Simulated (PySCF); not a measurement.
Compound: 2-methyl-1,3-dithiolane, C4H8S2.
SMILES with atom numbers: `[CH3:1][CH:2]1[S:3][CH2:4][CH2:5][S:6]1` (hydrogens: H7, H8, H9 on C1; H10 on C2; H11, H12 on C4; H13, H14 on C5)

The closed-shell ground state was solved at several levels (PySCF, density fitting, gas phase, non-relativistic). Isolated species at its PBE0-D3(BJ)/def2-SVP geometry (one conformer only).

```tsv
level	basis functions	HOMO (eV)	LUMO (eV)	gap (eV)	dipole (D)
PBE0/pcSseg-1	156	-6.56	0.10	6.66	1.08
CAM-B3LYP/def2-SVPD	198	-7.88	0.83	8.71	1.04
```

(1) Estimate the row for HF/pcSseg-2, a basis of 342 functions; the other rows only guide the guess.

(2) Over all these levels, which gives the widest orbital gap and which the narrowest?

(3) How far do the dipole and the HOMO energy spread over the levels?

## Answers

(1) HOMO -9.34 eV, LUMO 2.65 eV, gap 11.99 eV, dipole 1.10 D.

(2) HF/pcSseg-2 (Hartree–Fock, all exact exchange) has the widest, 11.99 eV, and PBE0/pcSseg-1 (global hybrid, 25 % exact exchange) the narrowest, 6.66 eV. Functional and basis both differ between the two, so the spread mixes both effects. The HOMO need not be the same orbital at Hartree–Fock and at DFT levels.

(3) The dipole runs from 1.04 to 1.10 D (mean 1.07 D) and the HOMO from -9.34 to -6.56 eV.
